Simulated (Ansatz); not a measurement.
**Al₂NH (singlet): the correlation ladder at a displaced geometry (v2), cc-pVDZ**

The task here is to estimate one member of a computed series from the others.

Method: cc-pVDZ, core rule «outside noble gas», up to 11 orbitals frozen; program: Ansatz 0.2.0, Gaussian basis.

Plan: UHF; CCSD(T) on RHF; BCCD(T) on RHF; CISD; CCSDT(Q) on RHF; CASSCF and MRCISD+Q, 8 electrons in 8 orbitals; CASSCF and NEVPT2, 8 electrons in 8 orbitals.

18 further runs of the same task are left out: 11 that didn't finish, 7 set aside as unsound or not needed.

## What is computed

The geometry is a PBE0/def2-TZVP stationary point (not a proven minimum) with its atoms shifted at random (size 0.100 Å).

4 atoms, charge 0, spin multiplicity 1.

Atoms are counted from 1 here; the program's logs count them from 0.

Bond lengths: Al2–N3 1.631 Å, N3–H4 1.023 Å. Angles: Al2–N3–H4 177.2°.

Geometry (Å):

```mol
Al2HN
  3D, bonds by distance, orders not assigned

  4  2  0  0  0  0  0  0  0  0999 V2000
    0.0646    0.0237   -3.1398 Al  0  0
   -0.1003    0.0321   -0.3788 Al  0  0
   -0.0237   -0.0003    1.2501 N   0  0
    0.0594   -0.0556    2.2684 H   0  0
  2  3  8  0
  3  4  8  0
M  END
```

The first run:

Contents of in.yaml:

```yaml
crystal:
  periodic: [false, false, false]
  atoms:
    - {symbol: Al, position_ang: [0.064568, 0.023749, -3.139758]}
    - {symbol: Al, position_ang: [-0.100306, 0.032123, -0.378767]}
    - {symbol: N, position_ang: [-0.023685, -0.000301, 1.250148]}
    - {symbol: H, position_ang: [0.059423, -0.055571, 2.268377]}
basis:
  gaussian: {orbitals: cc-pVDZ}
magnetization: {spin_polarized: true, initial_magnetization: 0}
hamiltonian: {xc: hf}
output: {orbitals: {seedname: orbitals}}
```

Launch:

```bash
$ ansatz run in.yaml --threads 1 --pin off --events-out ev --progress --plain --max-ram 2393MiB
```

Steps of the session up to this table: UHF; CCSD(T) on RHF; BCCD(T) on RHF; CISD; CCSDT(Q) on RHF; CASSCF and MRCISD+Q, 8 electrons in 8 orbitals; CASSCF and NEVPT2, 8 electrons in 8 orbitals.

One table of the session follows, with a row left open; its other results are not shown here.

```
           method  from RCCSDT(Q) (kcal/mol)
              RHF                    +204.03
             RMP2                     +27.29
             CISD                     +35.32
            RCCSD                     +12.16
         RCCSD(T)                      +2.47
          BCCD(T)                      +2.54
           RCCSDT                      +1.65
        RCCSDT(Q)                          0
  CASSCF frontier                    +118.88
  NEVPT2 frontier                     +37.67
  MRCISD frontier                     +15.53
MRCISD+Q frontier                          ?
```

Estimate the missing values for MRCISD+Q frontier.

The run gave: from RCCSDT(Q) (kcal/mol): +3.51. In the column «from RCCSDT(Q) (kcal/mol)» it lies between BCCD(T) (+2.54) and RCCSD (+12.16).
